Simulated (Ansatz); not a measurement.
Two shapes of singlet BH₃.

Shape 1:

```xyz
4

B    -0.0327   -0.0105    0.0363
H     1.2172    0.0195   -0.0448
H    -0.5711    1.0270   -0.0339
H    -0.6064   -1.0033   -0.0276
```

Shape 2:

```xyz
4

B     0.0320    0.0307    0.1005
H     1.1998    0.0806    0.0324
H    -0.6147    0.9734   -0.1062
H    -0.6807   -0.9570    0.0208
```

Basis set: 6-31G (spherical functions). Left uncorrelated: 1 orbital. Charge 0, multiplicity 1.

Computed with Ansatz (development build ahead of 0.2.0); each method stands on the lowest determinant of its kind that the runs found.

Task: Which shape is lower in energy, and by how much in each method?

Result:

```
 method  E(2) − E(1) (eV)
    RHF             0.078
RHF-MP2             0.077
```

Shape 1 is lower.
